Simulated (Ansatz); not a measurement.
Reaction (SMILES): FC(F)(F)F → F[C](F)F + F atom
B3LYP-D3(BJ)/def2-TZVP geometries, fixed; electronic energies without zero-point terms.

The bond dissociation energy at MP2 with Ansatz (a program for electronic structure), in kcal/mol, split into its Hartree-Fock and correlation parts. Cores are frozen. Open shells are unrestricted. No added dispersion term, no relativity. Functions are those of the species that has most.

| basis | X | functions | Hartree-Fock | MP2 |
|---|---|---|---|---|
| aug-cc-pVDZ | 2 | 115 | 88.13 | 131.50 |
| aug-cc-pVTZ | 3 | 230 | 90.13 | 137.52 |
| aug-cc-pVQZ | 4 | 400 | 89.91 | 139.11 |

Worked estimate of the basis-set limit from each neighbouring pair, with Hartree-Fock from the larger set and the correlation part extrapolated as X^-3.
Correlation parts: X = 2: 43.37, X = 3: 47.39, X = 4: 49.20.
- (2,3): (27·(47.39) - 8·(43.37))/19 = 49.08; with Hartree-Fock 90.13 the estimate is 139.21 kcal/mol.
- (3,4): (64·(49.20) - 27·(47.39))/37 = 50.52; with Hartree-Fock 89.91 the estimate is 140.43 kcal/mol.
The last two estimates differ by 1.22 kcal/mol; the largest set lies 1.32 from the last. Over the last step Hartree-Fock moves by -0.22 and the correlation part by 1.81.
